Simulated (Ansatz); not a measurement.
**One shape, several levels: CH2NSi (SMILES N#C[SiH2])**

We compute a comparison of 6 runs (UHF/STO-3G, U-r2SCAN0/STO-3G, U-wB97M-V/STO-3G, UHSE06/STO-3G, UBCCD(T)/STO-3G, UCCSD(T)/STO-3G) of CH2NSi. 

The results are computed with Ansatz 0.2.0.

74 further runs of the same task are left out: 5 that didn't finish, 69 set aside as unsound or not needed.

## Step 1: The structure to begin with

CH2NSi: 5 atoms, total charge 0, spin state doublet. As SMILES, `N#C[SiH2]`. The C2–N1 distance was set to 2.309 Å, away from the relaxed value. At this shape a bond of the SMILES string is far longer than usual.

Bond lengths: C2–Si3 1.830 Å, Si3–H4 1.480 Å, Si3–H5 1.480 Å. Angles: C2–Si3–H4 109.4°, C2–Si3–H5 109.4°, H4–Si3–H5 114.2°. A long bond or contact: N1–C2 2.309 Å.

## Step 2: A single-point energy at UHF/STO-3G (run 1)

run.yaml

```yaml
crystal:
  periodic: [false, false, false]
  atoms:
    - {symbol: "N", position_ang: [1.517704, -1.813205, 2.440708]}
    - {symbol: C, position_ang: [0.565900, -0.625200, 0.703900]}
    - {symbol: Si, position_ang: [-0.092000, 0.267800, -0.751900]}
    - {symbol: H, position_ang: [-1.455400, -0.223000, -1.053700]}
    - {symbol: H, position_ang: [-0.010400, 1.726000, -0.511800]}
basis:
  gaussian: {orbitals: STO-3G}
magnetization: {spin_polarized: true, initial_magnetization: 1}
hamiltonian: {xc: hf}
accuracy: high
```

Started as:

```sh
$ ansatz run run.yaml --threads 1 --pin off --max-ram 2610MiB --events-out events.jsonl --progress --plain --runs-dir runs
```

The log of the run:

```text
Warning: RAYON_NUM_THREADS=1 ignored (pool sized by the plan → 1); use --threads N
Functional definition: HF
  name "HF"
  exchange = exact_x
  correlation = 0
357 factors; integrals over basis functions are off by at most 2.0e-8 eV
mean field evaluation 1: about -10233.2852 eV, gradient 5.5e1 eV
mean field evaluation 2: about -10233.3066 eV, gradient 5.5e1 eV
mean field evaluation 4: about -10228.2107 eV, gradient 5.5e1 eV
mean field evaluation 8: about -10269.0867 eV, gradient 1.0e1 eV
mean field evaluation 16: about -10274.3096 eV, gradient 7.3e-2 eV
mean field evaluation 32: about -10276.9736 eV, gradient 2.2e-1 eV
mean field evaluation 64: about -10272.4716 eV, gradient 7.0e0 eV
mean field evaluation 96: about -10270.0006 eV, gradient 8.0e0 eV
mean field evaluation 128: about -10270.8749 eV, gradient 3.6e0 eV
mean field evaluation 160: about -10268.6374 eV, gradient 9.5e0 eV
mean field -10277.75086178 eV, -377.7003776608 hartree, gradient 2.4e-8 eV, S^2 3.459011; 2 other end points of the search recorded, 0 dependent functions left out
reference -10277.75086178 eV, -377.7003776608 hartree; 15, 14 occupied and 6, 7 virtual orbitals, 357 factors
Total energy: -10277.75086178 eV, -377.7003776608 hartree
```

Run time: 0.46 s. Hardware: 1 thread of Arm Neoverse V1, shared host.

## Step 3: The energy at U-r2SCAN0/STO-3G (run 2)

molecule.yaml

```yaml
crystal:
  periodic: [false, false, false]
  atoms:
    - symbol: "N"
      position_ang: [1.517704, -1.813205, 2.440708]
    - symbol: C
      position_ang: [0.565900, -0.625200, 0.703900]
    - symbol: Si
      position_ang: [-0.092000, 0.267800, -0.751900]
    - symbol: H
      position_ang: [-1.455400, -0.223000, -1.053700]
    - symbol: H
      position_ang: [-0.010400, 1.726000, -0.511800]
basis:
  gaussian:
    orbitals: STO-3G
accuracy: high
magnetization:
  spin_polarized: true
  initial_magnetization: 1
hamiltonian:
  xc: {name: r2SCAN0}
```

Started as:

```sh
$ ansatz run molecule.yaml --threads 1 --pin off --max-ram 2610MiB --events-out events.jsonl --progress --plain --runs-dir runs
```

The log of the run:

```text
Warning: RAYON_NUM_THREADS=1 ignored (pool sized by the plan → 1); use --threads N
Functional definition: r2SCAN0
  name "r2SCAN0"
  parameter a = 0.25
  parameter k0 = 0.174
  parameter k1 = 0.065
  parameter a1 = 4.9479
  exchange = (1 - a)*r2scan_x(k0 = k0, k1 = k1, a1 = a1) + a*exact_x
  correlation = r2scan_c
357 factors; integrals over basis functions are off by at most 2.0e-8 eV
mean field evaluation 1: about -10268.5522 eV, gradient 5.3e1 eV
mean field evaluation 2: about -10023.1449 eV, gradient 7.5e1 eV
mean field evaluation 4: about -10257.1065 eV, gradient 6.7e1 eV
mean field evaluation 8: about -10298.5909 eV, gradient 4.1e0 eV
mean field evaluation 16: about -10301.4260 eV, gradient 2.0e-8 eV
mean field evaluation 32: about -10300.2842 eV, gradient 5.9e-5 eV
mean field -10301.42599694 eV, -378.5704228303 hartree, gradient 7.7e-8 eV, S^2 3.039175; 3 other end points of the search recorded, 0 dependent functions left out
reference -10301.42599752 eV, -378.5704228515 hartree; 15, 14 occupied and 6, 7 virtual orbitals, 357 factors
Total energy: -10301.42599752 eV, -378.5704228515 hartree
```

Wall time 19 s (1 thread of Arm Neoverse V1, shared host); peak memory 0.23 GiB.

## Step 4: A single-point energy at U-wB97M-V/STO-3G (run 3)

job.yaml

```yaml
crystal:
  periodic: [false, false, false]
  atoms:
    - {symbol: N, position_ang: [1.517704, -1.813205, 2.440708]}
    - {symbol: C, position_ang: [0.565900, -0.625200, 0.703900]}
    - {symbol: Si, position_ang: [-0.092000, 0.267800, -0.751900]}
    - {symbol: H, position_ang: [-1.455400, -0.223000, -1.053700]}
    - {symbol: H, position_ang: [-0.010400, 1.726000, -0.511800]}
basis:
  gaussian: {orbitals: STO-3G}
magnetization: {spin_polarized: true, initial_magnetization: 1}
hamiltonian: {xc: {name: wB97M-V}}
accuracy: high
```

Started as:

```sh
$ ansatz run job.yaml --threads 1 --pin off --max-ram 2610MiB --events-out events.jsonl --progress --plain --runs-dir runs
```

The log of the run (excerpt; [...] marks lines left out):

```text
Warning: RAYON_NUM_THREADS=1 ignored (pool sized by the plan → 1); use --threads N
Functional definition: wB97M-V
  name "wB97M-V"
[...]
  gx(w, u) = 1 - cx + cx01*u + cx10*w
  gss(w, u) = css00 + css04*u^4 + css10*w + css20*w^2 + css43*w^4*u^3
  gos(w, u) = cos00 + cos10*w + (cos20 + cos21*u)*w^2 + (cos60 + cos61*u)*w^6
[...]
      + integral(e_c_pw_mod_opposite_spin*gos(b97_w_opposite, b97_u_opposite)) + vv10(b, c)
357 factors; integrals over basis functions are off by at most 2.0e-8 eV
169 factors; integrals over basis functions are off by at most 1.2e-9 eV
[...]
mean field -10302.78852455 eV, -378.6204947962 hartree, gradient 3.0e-8 eV, S^2 2.795339; 1 other end points of the search recorded, 0 dependent functions left out
reference -10302.78852690 eV, -378.6204948828 hartree; 15, 14 occupied and 6, 7 virtual orbitals, 357 factors
Total energy: -10302.78852690 eV, -378.6204948828 hartree
```

It took 48 s on 1 thread of Arm Neoverse V1, shared host; peak memory 0.51 GiB.

Runs 4 to 5 aren't shown in full; the table further down has their settings and results.

## Step 5: A single-point energy at UCCSD(T)/STO-3G (run 6)

input.yaml

```yaml
crystal:
  periodic: [false, false, false]
  atoms:
    - {symbol: N, position_ang: [1.517704, -1.813205, 2.440708]}
    - {symbol: C, position_ang: [0.565900, -0.625200, 0.703900]}
    - {symbol: Si, position_ang: [-0.092000, 0.267800, -0.751900]}
    - {symbol: H, position_ang: [-1.455400, -0.223000, -1.053700]}
    - {symbol: H, position_ang: [-0.010400, 1.726000, -0.511800]}
basis:
  gaussian:
    orbitals: STO-3G
accuracy: high
scf:
  omitted_lower_state_checks: [cluster_reference, increment]
magnetization:
  spin_polarized: true
  initial_magnetization: 1
correlation:
  method: ccsd_t
  frozen_orbitals: {C: 1, H: 0, "N": 1, Si: 5}
```

Started as:

```sh
$ ansatz run input.yaml --threads 1 --pin off --max-ram 2610MiB --events-out events.jsonl --progress --plain --runs-dir runs
```

The log of the run:

```text
Warning: RAYON_NUM_THREADS=1 ignored (pool sized by the plan → 1); use --threads N
[... 14 lines left out ...]
7 core orbitals not correlated: weight in the atoms' cores, before any rotation towards them, 1.000 or more for the frozen orbitals, at most 0.000 for the correlated occupied ones
[... 72 lines left out ...]
Total energy: -10279.97899965 eV, -377.7822602170 hartree
Checks for a lower state left out: cluster_reference, increment
```

Run time: 0.68 s. Hardware: 1 thread of Arm Neoverse V1, shared host.

## Step 6: Overview of the runs

```csv
run,level,frozen core orbitals,energy (Eh),⟨S²⟩,wall time
1,UHF/STO-3G,–,-377.700378,3.459,0.46 s
2,U-r2SCAN0/STO-3G,–,-378.570423,3.039,19 s
3,U-wB97M-V/STO-3G,–,-378.620495,2.795,48 s
4,UHSE06/STO-3G,–,-378.385462,2.801,5.4 s
5,UBCCD(T)/STO-3G,7,-377.783816,3.459,0.97 s
6,UCCSD(T)/STO-3G,7,-377.782260,3.459,0.68 s
```

## Step 7: Outcome

```
                                          quantity          value
                               run 6: total energy  -377.78226 Eh
run 6: correlation energy (7 core orbitals frozen)      -81.9 mEh
                             run 6: (T) correction      -2.05 mEh
          run 6: ⟨S²⟩ of the reference determinant          3.459
                              run 6: T1 diagnostic          0.050
```

What this shows: Below the UHF energy at the same shape and in the same basis (STO-3G): UBCCD(T) -83.4 mEh; UCCSD(T) -81.9 mEh. Totals of different functionals can't be ranked against each other. In runs 1, 2, 3, 4, 5, 6 the basis is minimal, so the values are rough. Spin contamination of the reference: run 1 ⟨S²⟩ = 3.46, run 5 ⟨S²⟩ = 3.46, run 6 ⟨S²⟩ = 3.46, run 2 ⟨S²⟩ = 3.04, run 4 ⟨S²⟩ = 2.80, run 3 ⟨S²⟩ = 2.80. Where it is this large, the reference is a mixture of spin states, and values that rest on it are in doubt. All runs together took 74 s, the longest 48 s.
